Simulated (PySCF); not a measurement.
Calculated properties of `CN1C=NN=C1`

C₃H₅N₃.
Atom-mapped SMILES: `[CH3:1][n:2]1[cH:3][n:4][n:5][cH:6]1` (hydrogens: H7, H8, H9 on C1; H10 on C3; H11 on C6)

Geometry (PBE0-D3(BJ)/def2-SVP, Å), atoms numbered from 1 in this order:
```xyz
11
C3H5N3 angstrom
C     -1.3561    0.0419    0.4599
N      0.0010   -0.0023   -0.0223
C      0.7439   -1.0992   -0.3428
N      1.9516   -0.7490   -0.6957
N      2.0278    0.6043   -0.6081
C      0.8642    1.0369   -0.2037
H     -1.7788    1.0375    0.2729
H     -1.9694   -0.6974   -0.0729
H     -1.4059   -0.1655    1.5398
H      0.3561   -2.1168   -0.3072
H      0.5907    2.0778   -0.0334
```

Some functional groups and rings: pyridine-type ring nitrogen and pyrrole-type ring nitrogen.

**PBE0-D3(BJ)/def2-SVP geometry optimisation, gas phase (PySCF)**

```
Rotational constants A, B, C : 9.599, 3.685, 2.709 GHz
```

From PBE0/def2-SVPD ground state and vertical TDDFT (core frozen in the response) (PySCF):

```
Dipole moment                                                     : 6.22 D
HOMO energy                                                       : -7.23 eV
LUMO energy                                                       : 0.14 eV
HOMO–LUMO gap                                                     : 7.37 eV
Lowest singlet excitation                                         : 5.72 eV (217 nm, f = 0.000)
Strongest line among the 6 lowest singlet transitions             : S5 at 6.99 eV (177 nm, f = 0.116)
Static isotropic polarisability                                   : 53.7 au
Electronic spatial extent ⟨r²⟩ about the centre of nuclear charge : 470 bohr²
```

Monoisotopic mass from the formula: 83.0483 u.

The principal polarisabilities are 37.3, 59.1 and 64.8 au; their mean is the isotropic value. The polarisability is 7.96 Å³ as a volume (1 au = 0.148185 Å³), or 1.22 au for each of the 44 electrons. No computed singlet falls in the visible range (750 to 380 nm, 1.65 to 3.26 eV); S1 lies 2.46 eV above its blue end. The largest Löwdin shares of the HOMO are 0.40 on N4, 0.40 on N5, 0.08 on C3 and 0.08 on C6. With B = h/(8π²I), that is 505.379 GHz u Å² over I, the principal moments of inertia are 52.7, 137.1 and 186.5 u Å² (most abundant isotopes).

